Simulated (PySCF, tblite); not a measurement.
**C5H6F radical: geometry, infrared bands and EPR parameters**

Aim: predict the infrared bands and EPR parameters of C5H6F radical (`[CH2][C@H](F)C1=CC1`).

Programs: tblite 0.8.0 and PySCF 2.14.0, with density-fitted response routines of our own. Each step states its level of theory. These are calculated values for one molecule in the gas phase, unless marked as measured. Atoms count from 0, in the outputs and in this text.

## Step 1: The starting structure

12 atoms, charge 0, multiplicity 2; geometry from: force field or distance geometry start.

Bonds of the start (Å): C0–C1 1.49, C1–F2 1.38, C1–C3 1.50, C3–C4 1.32, C4–C5 1.49, C5–C3 1.50, C0–H6 1.09, C0–H7 1.09, C1–H8 1.13, C4–H9 1.09, C5–H10 1.10, C5–H11 1.11.

## Step 2: Geometry optimisation with GFN2-xTB

The job: settings as JSON, then the geometry in Å.

```
{"job": {"kind": "relax", "xc": "GFN2-xTB", "basis": "xTB"}, "charge": 0, "multiplicity": 2}
C      2.019300     0.296100    -0.207900
C      0.911700    -0.676500    -0.022100
F      0.930700    -1.654000    -0.998900
C     -0.455600    -0.068800     0.055400
C     -1.181300     1.039400     0.038700
C     -1.937700    -0.228400     0.216900
H      2.250400     0.605300    -1.223500
H      2.235100     0.989900     0.607900
H      1.064600    -1.229900     0.945400
H     -1.157000     2.127800    -0.066400
H     -2.430600    -0.727500    -0.625700
H     -2.248500    -0.474200     1.254200
```

Run with:

```sh
> OMP_NUM_THREADS=1 python probes_run.py task.json out
```

The driver reads the jobs from task.json and runs them one after another.

**Question.** This job is followed by: GFN2-xTB harmonic vibrations, gas phase; UKS B3LYP, pcH-1 on C F H, non-relativistic, mean-field spin-orbit, GIAO. What will the session give for the following? strongest single infrared mode (GFN2-xTB); zero-point energy (GFN2-xTB); g(iso) (B3LYP); ⟨S²⟩; largest a(iso) (averaged by class); potential on the surface of density 0.002 e/bohr³, 1st and 99th percentile.

**Answer**, as computed:

```
                                                                  quantity                 value
                                 strongest single infrared mode (GFN2-xTB)  1036 cm⁻¹, 70 km/mol
                                              zero-point energy (GFN2-xTB)         55.1 kcal/mol
                                                            g(iso) (B3LYP)               2.00251
                                                                      ⟨S²⟩    0.754 (exact 0.75)
                                        largest a(iso) (averaged by class)   13C on C3, 98.9 MHz
potential on the surface of density 0.002 e/bohr³, 1st and 99th percentile    -1.10 V and 1.19 V
```

**Reading.** Relaxing lowered the energy by 0.218 eV in 41 steps; the close pair that moved most is C4–H9, from 1.094 to 1.061 Å. The lowest mode is imaginary (24i cm⁻¹), so the xTB geometry is not a minimum: the zero-point energy counts the real modes alone, and all values at this geometry belong to a saddle point. The strongest single mode, at 1036 cm⁻¹, has its largest shares on C1, H10 and H7 (the list is cut at 3 atoms). Unscaled tight-binding wavenumbers are off by several per cent, some by more. Its intensities can rank the bands wrongly. Most of the unpaired spin sits on C0 (1.08 e). The isotropic g lies 0.2 ppt above the free-electron value. The conformer search (at its own cheap level) found a structure 23.4 kcal/mol lower, too far down for a turn about a bond: it may have other bonds, so these spectra needn't be the molecule's.
